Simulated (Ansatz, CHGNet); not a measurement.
For cubic BN, the machine-learned potential CHGNet 0.3.0 (trained on PBE and PBE+U data) gives:

* **equilibrium lattice constant a**: 3.623 Å
* **elastic constant C11**: 447 GPa
* **elastic constant C44**: 231 GPa
* **Voigt–Reuss–Hill shear modulus**: 170 GPa

Problem. What does PBE0 (PAW; Ansatz, a program for electronic structure) give for the same quantities?

Solution. 
- lattice constant a: 3.597 Å (shrinks by 0.7 %)
- elastic constant C11: 841 GPa (rises by 88 %)
- elastic constant C44: 482 GPa (rises by 110 %)
- Voigt–Reuss–Hill shear modulus: 413 GPa (goes up by 140 %)

For comparison: lattice constant a 3.593 Å (measured, corrected for zero-point motion; as tabulated in Goldzak et al. (2022), arXiv:2208.04865); elastic constant C11 820 GPa (measured, temperature not stated, no zero-point or thermal correction; as tabulated in Råsander and Moram (2015), arXiv:1505.02379); elastic constant C44 480 GPa (measured, temperature not stated, not corrected to a static lattice; as tabulated in Råsander and Moram (2015), arXiv:1505.02379).

Changes are worked out from the printed values.

Unless a cell is named, each level is at its own relaxed cell (CHGNet 0.3.0 5.94, PBE0 5.82 Å³/atom).

Ansatz's density-functional and Hartree–Fock values are scalar-relativistic unless marked +SOC, with PAW data made under PBE.
